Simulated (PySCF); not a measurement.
Computed with PBE-D3(BJ)/def2-TZVP // CAM-B3LYP-D3(BJ)/def2-TZVP in PySCF. Gas-phase values, no solvent. 

Reference species (SMILES): `FC(F)(F)F` (neutral, multiplicity 1).

```
Property                    Value
----------------------  ---------
HOMO–LUMO gap            12.05 eV
S1 oscillator strength      0.000
HOMO                    -10.32 eV
```

Changed species: `FC(F)(F)S` (1 of 4 F replaced by SH; the reference has 0 of 4 F replaced by SH).

### Question
What does the change do to the HOMO–LUMO gap, S1 oscillator strength and HOMO?

### Answer
the HOMO–LUMO gap drops by 6.58 eV, to 5.47 eV; the S1 oscillator strength is nearly the same; the HOMO goes up by 3.48 eV, to -6.84 eV.
